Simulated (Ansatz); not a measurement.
```yaml
crystal:
  periodic: [false, false, false]
  atoms:
    - {symbol: W, position_ang: [-0.159882, -0.000186, -0.000273]}
    - {symbol: N, position_ang: [1.765682, 0.002051, 0.003011]}
    - {symbol: H, position_ang: [2.311254, 0.874690, 0.001310]}
    - {symbol: H, position_ang: [2.313271, -0.869318, 0.006575]}
basis:
  gaussian: {orbitals: def2-TZVP}
magnetization: {spin_polarized: true, initial_magnetization: 3}
hamiltonian: {xc: pbe0}
relax: {f_tol: 0.004, max_steps: 80}
```

```sh
$ ansatz run in.yaml --threads 1 --pin off --events-out ev --progress --plain --max-ram 2176MiB
```

Steps of the relaxation (energy above the last step; positions in Å, forces in eV/Å):

```
4
step 1, 56.9 meV
W    -0.160    0.000    0.000    1.431    0.002    0.002
N     1.766    0.002    0.003   -1.034   -0.001   -0.002
H     2.311    0.875    0.001   -0.198   -0.717    0.002
H     2.313   -0.869    0.007   -0.200    0.717   -0.003
```

```
4
step 2, 2.2 meV
W    -0.123    0.000    0.000    0.020    0.000    0.000
N     1.750    0.002    0.003   -0.099    0.000    0.000
H     2.301    0.857    0.001    0.040   -0.167    0.001
H     2.303   -0.851    0.007    0.039    0.167    0.000
```

```
4
step 3, 0.5 meV
W    -0.125    0.000    0.000   -0.025    0.000    0.000
N     1.747    0.002    0.003   -0.084    0.000    0.000
H     2.303    0.850    0.001    0.054   -0.024    0.000
H     2.305   -0.845    0.006    0.054    0.025    0.000
```

```
4
step 4, 3.7 meV
W    -0.125    0.000    0.000   -0.291    0.000    0.000
N     1.737    0.002    0.003    0.661    0.001    0.001
H     2.308    0.849    0.001   -0.184   -0.216    0.000
H     2.310   -0.843    0.006   -0.185    0.215   -0.001
```

```
4
step 5, 0.0 meV
W    -0.128    0.000    0.000   -0.002    0.000    0.000
N     1.744    0.002    0.003   -0.003    0.000    0.000
H     2.306    0.846    0.001    0.002    0.000    0.000
H     2.308   -0.841    0.006    0.002    0.000    0.000
```

Close pairs at the end: N2–H4 1.014 Å, N2–H3 1.014 Å, W1–N2 1.872 Å, W1–H4 2.577 Å, W1–H3 2.577 Å.

A stationary point of unrestricted PBE0 after 5 steps, with ⟨S²⟩ = 3.838 against 3.75 for a pure state; no frequencies were run, so it isn't proven a minimum. 18 s on 1 thread of AMD EPYC 9R45, shared host.
